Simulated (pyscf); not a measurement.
**Elimination: `[F][Mo]([F])([F])([F])[SH]` [doublet] → `[F][Mo]([F])([F])=[S]` [doublet] + `[FH]`**

Gas phase, doublet surface, charge 0. Bonds broken: S1–H7, Mo2–F3. Bonds formed: F3–H7. PySCF, gas phase, ωB97X-D3(BJ)/def2-SVP geometries.

Transition state (Å):

```xyz
7

S      1.2785     0.5361     0.1155
Mo    -0.8085     0.6096    -0.4792
F      0.2246     0.1840    -2.2507
F     -1.6801     0.9858     1.0894
F     -1.4598    -1.0810    -0.6163
F     -1.1692     2.2183    -1.2429
H      1.1281     0.2516    -1.4678
```

One imaginary mode, 1095i cm⁻¹; descent along it reached the two sides named, in the forms told below.

```tsv
bond	change	reactant side (Å)	saddle	product side
S1–H7	breaks	1.353	1.616	2.286
Mo2–F3	breaks	1.873	2.094	2.328
F3–H7	forms	2.456	1.197	0.950
```

Electronic energies relative to the reactant's lowest minimum found (kJ/mol):

| level | barrier | reaction energy | reverse barrier |
|---|---|---|---|
| ωB97X-D3(BJ)/def2-TZVP | 95.6 | +103.1 | -7.5 |
| PBE/def2-TZVP | 73.8 | +93.9 | -20.1 |
| r²SCAN/def2-TZVP | 82.0 | +108.3 | -26.3 |
| B3LYP-D3(BJ)/def2-TZVP | 89.5 | +91.8 | -2.3 |
| PBE0-D3(BJ)/def2-TZVP | 81.8 | +92.2 | -10.4 |
| M06-2X/def2-TZVP | 81.0 | +78.8 | 2.2 |
| ωB97M-D3(BJ)/def2-TZVP | 91.0 | +91.2 | -0.2 |
| HF/def2-TZVP | 124.8 | +79.7 | 45.0 |

With ωB97M-D3(BJ)/def2-TZVP energies and thermal terms (ideal gas, 1 atm, RRHO with modes under 100 cm⁻¹ raised to 100, one conformer, R ln 2 for chiral ones without a mode under 150 cm⁻¹), in kJ/mol:

```
T (K)   ΔH‡   ΔG‡     ΔH     ΔG
-----  ----  ----  -----  -----
298    81.4  83.9  +90.5  +44.7
600    79.3  87.2  +89.1   -1.4
900    77.7  91.5  +86.0  -46.1
1200   76.1  96.4  +82.2  -89.5
```

On the product side the descent ends in an adduct with a F–Mo contact, 33.8 kJ/mol under the separated species and 26.3 kJ/mol under the saddle at ωB97X-D3(BJ)/def2-TZVP. At ωB97X-D3(BJ)/def2-TZVP, PBE, r²SCAN, B3LYP-D3(BJ), PBE0-D3(BJ) the saddle lies under the separated products, which points to a path from their complex (located at ωB97X-D3(BJ) alone), and parting the products costs more than the saddle. What is counted as broken (F–Mo) persists as a longer contact in the product adduct; parting that adduct is a step of its own. One saddle was located; it need not be the lowest between these sides. Open-shell species with a d-block atom are single-reference here; other states, and whether the spin sits on metal or ligand, were not checked. Elements past Kr carry the def2 core potentials, without spin-orbit coupling.
